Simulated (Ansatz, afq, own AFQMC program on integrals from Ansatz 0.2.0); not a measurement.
**Where AFQMC and coupled cluster stand for AlNH3, doublet**

```xyz
5

Al    0.0000    0.0000    0.8013
N     0.0000    0.0000   -1.5767
H     0.0000    1.4073    1.5212
H     0.0000   -1.4073    1.5212
H     0.0000    0.0000   -2.5816
```

Connectivity, by distances: AlH2–NH.

Basis cc-pVDZ. Only valence electrons are correlated. Integrals, coupled cluster, full CI and functionals: Ansatz 0.2.0; the random walks run on the same integrals in our own AFQMC program. ph-AFQMC/CISD is guided by a CISD state made of CCSD amplitudes; releasing the constraint for a short imaginary time cuts its bias at the price of noise, slowly where states lie close. ± is one standard error of the sampling.

Determinant: UHF, the one that the program's search chose, which needn't be the lowest solution. The geometry is a point of a scan.

No full CI on the walks' own integrals is used here; CCSDT(Q) serves as the reference and is uncertain by about the last step of the cluster series.

Cautions: unrestricted determinant slightly spin contaminated (⟨S²⟩ 0.80 against 0.75).

The T1 diagnostic is 0.0323 and the weight of the determinant in the CISD state is 0.870. The ⟨S²⟩ of the determinant is 0.802 and the size of the correlated space is 11 electrons in 41 orbitals.

```json
{"level": "MP2", "correlation energy (eV)": "-5.6275"}
{"level": "CCSD", "correlation energy (eV)": "-6.5363"}
{"level": "CCSD(T)", "correlation energy (eV)": "-6.7274"}
```

**Question.** Estimate where AFQMC with the constraint released lies against CCSD(T) on the same integrals.

**Answer.** 6.1 ± 2.8 kJ/mol below CCSD(T).

Reference: CCSDT(Q), correlation energy -6.802 eV. The released energy is read at 2.40 1/Eh (meV from the phaseless value at times in 1/Eh: 1 ± 16 at 0.24, -16 ± 17 at 0.51, -15 ± 19 at 0.99, -42 ± 24 at 1.62, -27 ± 29 at 2.40).

```tsv
level	E − E(reference) (kJ/mol)	share of correlation (%)
CCSD(T)	7.2	98.91
CCSDT	2.7	99.59
ph-AFQMC/HF	-14.0 ± 5.2	102.14
ph-AFQMC/CISD	3.6 ± 2.1	99.45
released AFQMC	1.1 ± 2.8	99.84
```

A walk keeps the symmetry of its determinant, which the program's search chose and which needn't be the lowest solution, so a lower state of the same spin and another symmetry isn't excluded. Released energies are given only where the last usable release times agree within the noise; a slower fall can still hide under it.
